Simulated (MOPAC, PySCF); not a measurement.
C$_{3}$H$_{4}$, SMILES `C=C=C`, neutral singlet in the gas phase. 

Cartesian coordinates (Å):
```xyz
7

C      1.2992    -0.0142     0.0020
C      0.0000    -0.0001     0.0000
C     -1.2992     0.0141    -0.0020
H      1.8554    -0.5699    -0.7456
H      1.8649     0.5295     0.7514
H     -1.8692    -0.7281     0.5469
H     -1.8510     0.7687    -0.5527
```
Charge 0, spin multiplicity 1.

All levels are single points at this geometry (PBE0-D3(BJ)/def2-TZVP); Pople sets use spherical d functions. Orbital energies aren't observables, and empty levels follow the basis.

```
level                           HOMO (eV)  LUMO (eV)  gap (eV)  dipole (D)  vertical IE, Delta-SCF (eV)
------------------------------  ---------  ---------  --------  ----------  ---------------------------
PBE-D3(BJ)/def2-TZVP in PySCF       -6.55      -0.70      5.85        0.00                            –
PBE0-D3(BJ)/def2-TZVP in PySCF      -7.73       0.32      8.05        0.00                            –
B3LYP/3-21G in PySCF                -7.26       0.69      7.95        0.00                            –
M06-2X/6-31G* in PySCF              -8.69       1.79     10.49        0.00                            –
SVWN5/6-31G* in PySCF               -6.32      -0.37      5.96        0.00                            –
HF/3-21G in PySCF                  -10.21       4.93     15.14        0.00                            –
HF/6-31G* in PySCF                 -10.14       4.92     15.06        0.00                            –
HF/STO-3G in PySCF                  -8.71       8.61     17.32        0.00                            –
PM3 in MOPAC                       -10.18       1.11     11.29        0.00                            –
```
